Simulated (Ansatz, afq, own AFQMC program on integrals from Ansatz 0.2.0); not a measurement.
Two steps: Ansatz 0.2.0 writes the Fock matrix and Cholesky factors of the valence space, and afq projects on them the lowest state that overlaps trial and start.

```yaml
crystal:
  periodic: [false, false, false]
  atoms:
    - {symbol: N, position_ang: [-1.114763, 0.264518, -0.300196]}
    - {symbol: Si, position_ang: [-0.071066, -1.087908, -0.477145]}
    - {symbol: H, position_ang: [-1.960915, 0.415675, -0.845409]}
    - {symbol: H, position_ang: [-0.970255, 1.022315, 0.363750]}
basis:
  gaussian: {orbitals: def2-TZVP}
magnetization: {spin_polarized: true, initial_magnetization: 1}
correlation: {method: ccsd_t, electrons: outside_noble_gas, hamiltonian_folder: ham}
```

```sh
$ ansatz run in.yaml --threads 1 --pin off --events-out ev --progress --plain --max-ram 24576MiB --backend cuda --devices 0, --max-vram 18GiB
```

afq runs on the folder ham with

```
--method free --trial cisd --walkers 2600 --time-step 0.03 --max-blocks 4000 --target-error 0.0004 --factor-cut 1e-05 --seed 8860 --times 0,0.21,0.42,0.81,1.2,1.8,2.4,3 --taylor-order 8
```

Times are imaginary, in 1/Eh. The walk had a cap of 122 s.

Output of the walk:

```
orbitals 74  electrons 6 5  factors 512 of 516
reference energy -344.55048391 Eh
CCSD correlation -0.31212249 Eh in 11 cycles, weight of the determinant in the CISD state 0.8695
repeat  energy at the last time / Eh  error
    10  -344.876916  0.000355
    20  -344.876807  0.000267
    30  -344.876974  0.000213
time / (1/Eh)  energy / Eh  error  mean overlap
  0.00  -344.862733  0.000085  1.1506
  0.21  -344.870147  0.000092  1.1495
  0.42  -344.872944  0.000098  1.1477
  0.81  -344.874779  0.000099  1.1495
  1.20  -344.875654  0.000121  1.1489
  1.80  -344.876335  0.000164  1.1497
  2.40  -344.876762  0.000200  1.1465
  3.00  -344.877054  0.000222  1.1436
energy -344.877054 +/- 0.000222 Eh
```

The run failed at least one of its tests; the cautions name the faults.

Against this walk (error 6.0 meV) on the same determinant: CCSD(T) 48.4 meV higher, CCSDT(Q) 5.8 meV higher (within the noise). The error is statistical, and a free projection of finite length keeps a remainder of its start. The last points still move (meV from the last: 62 ± 3 at 0.81, 38 ± 3 at 1.20, 20 ± 4 at 1.80, 8 ± 5 at 2.40, 0 ± 6 at 3.00), but the last one has reached CCSDT(Q) within the noise or passed it, so little can be left to fall.

Cautions: remainder of the start not in the error; start not forgotten.

The walk took 2 min on 1 × NVIDIA H100 80GB HBM3 with 2 threads of AMD EPYC 7R13 Processor (Zen 3) (shared host) (the card was shared). The log's last line is the free-projection energy.

CCSDT and higher add their correlation energy to the determinant of the CCSD(T) run, since their own runs factorise the integrals more tightly (a shift of under 2 meV).
